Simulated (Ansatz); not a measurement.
Results of the Gaussian-basis code of Ansatz.

Basis-set series for CH$_{5}$AlS (`C[S][AlH2]`). Charge 0, multiplicity 1. All single points use the PBE0-D4/def2-TZVP geometry.

```json
{"functional": "PBE0-D4", "basis": "def2-SVP", "functions": "75", "energy (Eh)": "-681.21929", "HOMO (eV)": "-7.17", "LUMO (eV)": "-1.21"}
{"functional": "PBE0-D4", "basis": "def2-TZVPP", "functions": "185", "energy (Eh)": "-681.48915", "HOMO (eV)": "-7.22", "LUMO (eV)": "-1.28"}
{"functional": "ωB97M-V", "basis": "def2-SVP", "functions": "75", "energy (Eh)": "-681.44690", "HOMO (eV)": "-9.27", "LUMO (eV)": "0.51"}
{"functional": "ωB97M-V", "basis": "def2-TZVPP", "functions": "185", "energy (Eh)": "-681.71955", "HOMO (eV)": "-9.38", "LUMO (eV)": "0.34"}
```

Question: Give the rows for def2-QZVPP. (An estimate is asked.)

Answer: The calculation gave: 
```tsv
functional	basis	functions	energy (Eh)	HOMO (eV)	LUMO (eV)
PBE0-D4	def2-QZVPP	347	-681.51121	-7.23	-1.32
ωB97M-V	def2-QZVPP	347	-681.74094	-9.40	0.15
```

Positive LUMOs are unbound and depend on the basis.
